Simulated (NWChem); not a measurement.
System: CH6Si; SMILES C[SiH3]

The following NWChem deck was run.

```
start job
memory heap 200 mb stack 900 mb global 1100 mb
geometry units angstroms noautoz
  Si     0.000000     0.000000     0.625990
  C      0.000000     0.000000    -1.264657
  H     -1.063425    -0.923150     1.159528
  H     -0.267759     1.382528     1.159528
  H      1.331184    -0.459378     1.159528
  H      0.197033    -1.017302    -1.658399
  H      0.782493     0.679286    -1.658399
  H     -0.979526     0.338016    -1.658399
end
basis spherical
  Si library 6-31g*
  C library 6-31g*
  H library 6-31g*
end
dft
  xc m06-l
  grid xfine
  iterations 150
  mulliken
end
task dft gradient
```

Output (shortened):

```
             Northwest Computational Chemistry Package (NWChem) 7.3.0
             --------------------------------------------------------

 C3V symmetry detected

                             Geometry "geometry" -> ""
                             -------------------------

 Output coordinates in angstroms (scale by  1.889725989 to convert to a.u.)

  No.       Tag          Charge          X              Y              Z
 ---- ---------------- ---------- -------------- -------------- --------------
    1 Si                  14.0000    -0.00000000    -0.00000000     0.63832442
    2 C                    6.0000     0.00000000     0.00000000    -1.25232258
    3 H                    1.0000     0.99576070     0.99576070     1.17186242
    4 H                    1.0000     0.36447371    -1.36023441     1.17186242
    5 H                    1.0000    -1.36023441     0.36447371     1.17186242
    6 H                    1.0000    -0.26819016     1.00089930    -1.64606458
    7 H                    1.0000    -0.73270914    -0.73270914    -1.64606458
    8 H                    1.0000     1.00089930    -0.26819016    -1.64606458

 Effective nuclear repulsion energy (a.u.)      62.1096881731

      Symmetry information
      --------------------

 Group name             C3v
 Group number             17
 Group order               6
 No. of unique centers     4

                                 NWChem DFT Module
                                 -----------------

 Summary of "ao basis" -> "ao basis" (spherical)
 ------------------------------------------------------------------------------
       Tag                 Description            Shells   Functions and Types
 ---------------- ------------------------------  ------  ---------------------
 Si                          6-31g*                  8       18   4s3p1d
 C                           6-31g*                  6       14   3s2p1d
 H                           6-31g*                  2        2   2s

      Symmetry analysis of basis
      --------------------------

        a1         18
        a2          0
        e          26

  Rotation of axis

            General Information
            -------------------
          SCF calculation type: DFT
          Wavefunction type:  closed shell.
          No. of atoms     :     8
          No. of electrons :    26
           Alpha electrons :    13
            Beta electrons :    13
          Charge           :     0
          Spin multiplicity:     1
          Use of symmetry is: on ; symmetry adaption is: on
          Maximum number of iterations: 150
          AO basis - number of functions:    44
                     number of shells:    26
          Convergence on energy requested:  1.00D-06
          Convergence on density requested:  1.00D-05
          Convergence on gradient requested:  5.00D-04

              XC Information
              --------------
                        M06-L Method XC Functional
                         M06-L Exchange Functional  1.000
                       M06-L Correlation Potential  1.000

             Grid Information
             ----------------
          Grid used for XC integration:  xfine
          Radial quadrature: Mura-Knowles
          Angular quadrature: Lebedev.
          Tag              B.-S. Rad. Rad. Pts. Rad. Cut. Ang. Pts.
          ---              ---------- --------- --------- ---------
          Si                  1.10      125           8.0      1454
          C                   0.70      100           9.0      1454
          H                   0.35      100          10.0      1202
          Grid pruning is: on
          Number of quadrature shells:   425
          Spatial weights used:  Erf1

      Superposition of Atomic Density Guess
      -------------------------------------

 Sum of atomic energies:        -329.46695690

      Non-variational initial energy
      ------------------------------

 Total energy =    -330.345477
 1-e energy   =    -576.923204
 2-e energy   =     184.468038
 HOMO         =      -0.389373
 LUMO         =       0.076926

      Symmetry analysis of molecular orbitals - initial
      -------------------------------------------------

  Numbering of irreducible representations:

     1 a1          2 a2          3 e

  Orbital symmetries:

     1 a1          2 a1          3 a1          4 a1          5 e
     6 e           7 a1          8 a1          9 e          10 e
    11 e          12 e          13 a1         14 a1         15 e
    16 e          17 a1         18 a1         19 e          20 e
    21 a1         22 e          23 e

     ---------------------------------------------
      Total Density - Mulliken Population Analysis
     ---------------------------------------------

    Atom       Charge   Shell Charges
 -----------   ------   -------------------------------------------------------
    1 Si  14    13.58   2.00  2.00  5.97  0.97  1.67  0.32  0.53  0.12
    2 C    6     6.97   2.00  0.72  2.08  0.73  1.43  0.02
    3 H    1     1.07   0.47  0.60
    4 H    1     1.07   0.47  0.60
    5 H    1     1.07   0.47  0.60
    6 H    1     0.75   0.45  0.30
    7 H    1     0.75   0.45  0.30
    8 H    1     0.75   0.45  0.30

   convergence    iter        energy       DeltaE   RMS-Dens  Diis-err
 ---------------- ----- ----------------- --------- --------- ---------
 d= 0,ls=0.0,diis     1   -331.1609990931 -3.93D+02  8.19D-03  1.08D-01
 d= 0,ls=0.0,diis     2   -331.1750628431 -1.41D-02  3.72D-03  1.81D-02
 d= 0,ls=0.0,diis     3   -331.1733749619  1.69D-03  1.70D-03  1.24D-02
 d= 0,ls=0.0,diis     4   -331.1750763570 -1.70D-03  5.62D-04  2.15D-04
 d= 0,ls=0.0,diis     5   -331.1751288562 -5.25D-05  5.27D-04  4.20D-05
  Resetting Diis
 d= 0,ls=0.0,diis     6   -331.1751376372 -8.78D-06  1.14D-04  3.72D-06
 d= 0,ls=0.0,diis     7   -331.1751388249 -1.19D-06  2.05D-05  1.02D-07
 d= 0,ls=0.0,diis     8   -331.1751388447 -1.98D-08  5.31D-06  4.99D-08

         Total DFT energy =     -331.175138844722
      One electron energy =     -579.296731325153
           Coulomb energy =      214.572307769197
    Exchange-Corr. energy =      -28.560403461867
 Nuclear repulsion energy =       62.109688173102

 Numeric. integr. density =       26.000000016350

                  Occupations of the irreducible representations
                  ----------------------------------------------

                     irrep           alpha         beta
                     --------     --------     --------
                     a1                7.0          7.0
                     a2                0.0          0.0
                     e                 6.0          6.0

                       DFT Final Molecular Orbital Analysis
                       ------------------------------------

 Vector   11  Occ=2.000000D+00  E=-3.062495D-01  Symmetry=e
              MO Center=  6.5D-02,  4.2D-01,  7.6D-01, r^2= 2.7D+00
   Bfn.  Coefficient  Atom+Function         Bfn.  Coefficient  Atom+Function
  ----- ------------  ---------------      ----- ------------  ---------------
     7      0.330667  1 Si px                34      0.316746  3 H  s
    33      0.255823  3 H  s                 38     -0.247621  5 H  s
    37     -0.199994  5 H  s                  8      0.168319  1 Si py
     3     -0.136938  1 Si px                21     -0.128344  2 C  px
    41      0.101683  7 H  s                 42      0.093947  7 H  s

 Vector   12  Occ=2.000000D+00  E=-3.062495D-01  Symmetry=e
              MO Center= -6.5D-02, -4.2D-01,  7.6D-01, r^2= 2.7D+00
   Bfn.  Coefficient  Atom+Function         Bfn.  Coefficient  Atom+Function
  ----- ------------  ---------------      ----- ------------  ---------------
     8      0.330667  1 Si py                36     -0.325838  4 H  s
    35     -0.263166  4 H  s                 38      0.222783  5 H  s
    37      0.179933  5 H  s                  7     -0.168319  1 Si px
     4     -0.136938  1 Si py                22     -0.128344  2 C  py
    39     -0.104601  6 H  s                 34      0.103055  3 H  s

 Vector   13  Occ=2.000000D+00  E=-2.960374D-01  Symmetry=a1
              MO Center=  5.1D-15, -1.4D-15, -4.3D-01, r^2= 2.3D+00
   Bfn.  Coefficient  Atom+Function         Bfn.  Coefficient  Atom+Function
  ----- ------------  ---------------      ----- ------------  ---------------
    23      0.419927  2 C  pz                 9     -0.377497  1 Si pz
    27      0.262936  2 C  pz                 5      0.160605  1 Si pz
    34     -0.106063  3 H  s                 36     -0.106063  4 H  s
    38     -0.106063  5 H  s                 24      0.104194  2 C  s
    33     -0.085890  3 H  s                 35     -0.085890  4 H  s

 Vector   14  Occ=0.000000D+00  E= 4.095717D-02  Symmetry=a1
              MO Center=  2.3D-16,  3.2D-17,  5.7D-01, r^2= 4.6D+00
   Bfn.  Coefficient  Atom+Function         Bfn.  Coefficient  Atom+Function
  ----- ------------  ---------------      ----- ------------  ---------------
    24      1.215937  2 C  s                 13      1.196936  1 Si pz
    27      0.344127  2 C  pz                10     -0.329172  1 Si s
     9      0.324410  1 Si pz                34     -0.234404  3 H  s
    36     -0.234404  4 H  s                 38     -0.234404  5 H  s
    20      0.149217  2 C  s                 40     -0.147005  6 H  s

 Vector   15  Occ=0.000000D+00  E= 6.938625D-02  Symmetry=e
              MO Center=  2.0D-01, -1.2D-01,  4.8D-01, r^2= 3.8D+00
   Bfn.  Coefficient  Atom+Function         Bfn.  Coefficient  Atom+Function
  ----- ------------  ---------------      ----- ------------  ---------------
    11      1.219747  1 Si px                38      1.083117  5 H  s
    34     -0.675741  3 H  s                  7      0.486082  1 Si px
    36     -0.407376  4 H  s                 44     -0.344258  8 H  s
    42      0.214777  7 H  s                 12     -0.146721  1 Si py
     3     -0.143688  1 Si px                37      0.140511  5 H  s

 Vector   16  Occ=0.000000D+00  E= 6.938625D-02  Symmetry=e
              MO Center= -2.0D-01,  1.2D-01,  4.8D-01, r^2= 3.8D+00
   Bfn.  Coefficient  Atom+Function         Bfn.  Coefficient  Atom+Function
  ----- ------------  ---------------      ----- ------------  ---------------
    12      1.219747  1 Si py                36      1.015477  4 H  s
    34     -0.860536  3 H  s                  8      0.486082  1 Si py
    40     -0.322759  6 H  s                 42      0.273513  7 H  s
    38     -0.154941  5 H  s                 11      0.146721  1 Si px
     4     -0.143688  1 Si py                35      0.131736  4 H  s

     ---------------------------------------------
      Total Density - Mulliken Population Analysis
     ---------------------------------------------

    Atom       Charge   Shell Charges
 -----------   ------   -------------------------------------------------------
    1 Si  14    13.45   2.00  2.00  5.96  0.99  1.89  0.20  0.26  0.15
    2 C    6     6.78   2.00  0.67  2.07  0.75  1.28  0.02
    3 H    1     1.12   0.50  0.62
    4 H    1     1.12   0.50  0.62
    5 H    1     1.12   0.50  0.62
    6 H    1     0.80   0.52  0.29
    7 H    1     0.80   0.52  0.29
    8 H    1     0.80   0.52  0.29

     -------------------------------------------
      Total Density - Lowdin Population Analysis
     -------------------------------------------

    Atom       Charge   Shell Charges
 -----------   ------   -------------------------------------------------------
    1 Si  14    13.67   2.00  1.98  5.89  0.69  1.71  0.37  0.82  0.20
    2 C    6     6.61   1.99  0.58  1.89  0.49  1.63  0.04
    3 H    1     1.06   0.50  0.56
    4 H    1     1.06   0.50  0.56
    5 H    1     1.06   0.50  0.56
    6 H    1     0.85   0.49  0.36
    7 H    1     0.85   0.49  0.36
    8 H    1     0.85   0.49  0.36

     Multipole analysis of the density
     ---------------------------------

     L   x y z        total         alpha         beta         nuclear
     -   - - -        -----         -----         ----         -------
     0   0 0 0     -0.000000    -13.000000    -13.000000     26.000000

     1   1 0 0     -0.000000     -0.000000     -0.000000     -0.000000
     1   0 1 0      0.000000      0.000000      0.000000     -0.000000
     1   0 0 1     -0.325482     -0.162741     -0.162741     -0.000000

     2   2 0 0    -16.936293    -16.655180    -16.655180     16.374066
     2   1 1 0      0.000000      0.000000      0.000000      0.000000
     2   1 0 1     -0.000000     -0.000000     -0.000000      0.000000
     2   0 2 0    -16.936293    -16.655180    -16.655180     16.374066
     2   0 1 1     -0.000000     -0.000000     -0.000000      0.000000
     2   0 0 2    -17.087924    -57.400861    -57.400861     97.713799

            General Information
            -------------------
          SCF calculation type: DFT
          Wavefunction type:  closed shell.
          No. of atoms     :     8
          No. of electrons :    26
           Alpha electrons :    13
            Beta electrons :    13
          Charge           :     0
          Spin multiplicity:     1
          Use of symmetry is: on ; symmetry adaption is: on
          Maximum number of iterations: 150
          AO basis - number of functions:    44
                     number of shells:    26
          Convergence on energy requested:  1.00D-06
          Convergence on density requested:  1.00D-05
          Convergence on gradient requested:  5.00D-04

              XC Information
              --------------
                        M06-L Method XC Functional
                         M06-L Exchange Functional  1.000
                       M06-L Correlation Potential  1.000

             Grid Information
             ----------------
          Grid used for XC integration:  xfine
          Radial quadrature: Mura-Knowles
          Angular quadrature: Lebedev.
          Tag              B.-S. Rad. Rad. Pts. Rad. Cut. Ang. Pts.
          ---              ---------- --------- --------- ---------
          Si                  1.10      125           8.0      1454
          C                   0.70      100           9.0      1454
          H                   0.35      100          10.0      1202
          Grid pruning is: on
          Number of quadrature shells:   425
          Spatial weights used:  Erf1

          Convergence Information
          -----------------------
          Convergence aids based upon iterative change in
          total energy or number of iterations.
          Levelshifting, if invoked, occurs when the
          HOMO/LUMO gap drops below (HL_TOL):  1.00D-02
          DIIS, if invoked, will attempt to extrapolate
          using up to (NFOCK): 10 stored Fock matrices.

                    Damping( 0%)  Levelshifting(0.5)       DIIS
                  --------------- ------------------- ---------------
          dE  on:    start            ASAP                start
          dE off:    2 iters        150 iters           150 iters

                            NWChem DFT Gradient Module
                            --------------------------

  charge          =   0.00
  wavefunction    = closed shell

[...]

                         DFT ENERGY GRADIENTS

    atom               coordinates                        gradient
                 x          y          z           x          y          z
   1 Si     -0.000000  -0.000000   1.206258    0.000000   0.000000  -0.003759
   2 C       0.000000   0.000000  -2.366547   -0.000000  -0.000000   0.000882
   3 H       1.881715   1.881715   2.214499    0.005751   0.005751   0.003073
   4 H       0.688755  -2.570470   2.214499    0.002105  -0.007856   0.003073
   5 H      -2.570470   0.688755   2.214499   -0.007856   0.002105   0.003073
   6 H      -0.506806   1.891425  -3.110611   -0.002211   0.008253  -0.002114
   7 H      -1.384620  -1.384620  -3.110611   -0.006042  -0.006042  -0.002114
   8 H       1.891425  -0.506806  -3.110611    0.008253  -0.002211  -0.002114
```

Level: M06-L/6-31G* (spherical d). All runs use the structure optimised with PBE-D3(BJ)/def2-SVP.
